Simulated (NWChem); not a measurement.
## Basis-set convergence for Li$_{2}$

```xyz
2

Li     0.0000     0.0000     1.3762
Li     0.0000     0.0000    -1.3762
```
Charge 0, spin multiplicity 1.

All runs are NWChem calculations. Structure: optimised with B3LYP/def2-SVP, a minimum by its harmonic frequencies.

Quantity: first vertical ionisation energy at the level G0W0@PBE.

The structure started from a generated list of species.

In def2-QZVP the value is 4.98 eV. Among def2-SVP, def2-TZVP, def2-TZVPD, which is the smallest basis within 0.2 eV of it?

def2-TZVP, with 28 functions against 70 (also within reach: def2-TZVPD). def2-QZVP isn't the basis-set limit itself, and a small set can land close by cancellation.

```csv
basis,functions,first vertical ionisation energy (eV)
def2-SVP,18,4.70
def2-TZVP,28,4.84
def2-TZVPD,34,4.84
def2-QZVP,70,4.98
```
